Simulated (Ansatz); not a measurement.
# H2Si3: the cost of one run

All numbers below are computed with Ansatz 0.2.0 (UKS PBE0-D4/def2-SVP).

**1. The system as given**

Bond lengths: Si1–Si2 2.294 Å, Si1–Si3 2.296 Å, Si2–Si3 2.226 Å, Si2–H4 1.484 Å, Si3–H5 1.485 Å. Angles: Si1–Si2–Si3 61.0°, Si1–Si2–H4 163.2°, Si3–Si2–H4 135.8°, Si2–Si1–Si3 58.0°, Si1–Si3–Si2 61.0°, Si1–Si3–H5 163.9°, Si2–Si3–H5 135.1°.

As a file:

```xyz
5

Si   -1.5605    0.6635    1.1023
Si   -0.4035   -1.0315    0.0767
Si    0.3852    1.0458   -0.0553
H     0.0141   -2.3622   -0.4319
H     1.5647    1.6844   -0.6917
```

**2. Relaxing the start**

Contents of input.yaml:

```yaml
crystal:
  periodic: [false, false, false]
  atoms:
    - { symbol: Si, position_ang: [-1.56052, 0.66351, 1.10227] }
    - { symbol: Si, position_ang: [-0.40346, -1.03152, 0.07668] }
    - { symbol: Si, position_ang: [0.3852, 1.04581, -0.05527] }
    - { symbol: H, position_ang: [0.01412, -2.36216, -0.43194] }
    - { symbol: H, position_ang: [1.56466, 1.68436, -0.69175] }
magnetization:
  spin_polarized: true
basis:
  gaussian: { orbitals: def2-SVP }
hamiltonian:
  xc: pbe0
  dispersion: d4
relax:
  f_tol: 0.02
  max_steps: 40
output:
  orbitals: {}
```

Command:

```sh
> ansatz run input.yaml --threads 1 --pin off --max-ram 2048MiB --backend cpu --events-out ev --progress --plain --runs-dir out
```

What time and memory should one allow on 1 thread of an Arm CPU, shared host?

About 16 s, with a peak of 0.16 GiB.
